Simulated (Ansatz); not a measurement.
Process, species as SMILES: F atom → [F-] (an electron is taken up)
B3LYP-D3(BJ)/def2-TZVP geometries, fixed; electronic energies without zero-point terms; positive where energy is released.
Largest species:
```xyz
1

F      0.0000     0.0000     0.0000
```
Charge 0, spin multiplicity 2.

Energies in hartree at MP2 with Ansatz (a first-principles code); the adiabatic electron affinity is their sum with the coefficients shown, times 27.2114 eV a hartree. All functions are spherical. Cores are frozen. Open shells are unrestricted. No added dispersion term, no relativity.

```csv
species,coefficient,part,aug-cc-pVDZ,aug-cc-pVTZ,aug-cc-pVQZ
F atom,+1,Hartree-Fock,-99.38109,-99.40688,-99.41409
F atom,+1,correlation,-0.15461,-0.20523,-0.22389
[F-],-1,Hartree-Fock,-99.42828,-99.45081,-99.45746
[F-],-1,correlation,-0.23766,-0.29507,-0.31694
```

Q: Predict the adiabatic electron affinity in aug-cc-pV5Z (X = 5): let each Hartree-Fock step shrink by the ratio of the last two, and fit each correlation energy at X = 3 and 4 to E + A/X^3. Compare with the run.

A: 
- F atom: steps -0.02579 and -0.00721, ratio 0.280, so Hartree-Fock -99.41611 (run: -99.41609); A = (-0.20523 - (-0.22389))/(1/27 - 1/64) = 0.8715, correlation -0.22389 - A/64 + A/125 = -0.23054 (run: -0.23196).
- [F-]: steps -0.02253 and -0.00665, ratio 0.295, so Hartree-Fock -99.45942 (run: -99.45926); A = (-0.29507 - (-0.31694))/(1/27 - 1/64) = 1.0214, correlation -0.31694 - A/64 + A/125 = -0.32473 (run: -0.32630).
Predicted 3.742 eV; the run in aug-cc-pV5Z gives 3.742, a miss of 0.000. Keeping the value in aug-cc-pVQZ, 3.712, would miss by -0.030. All sums are of the energies as printed.
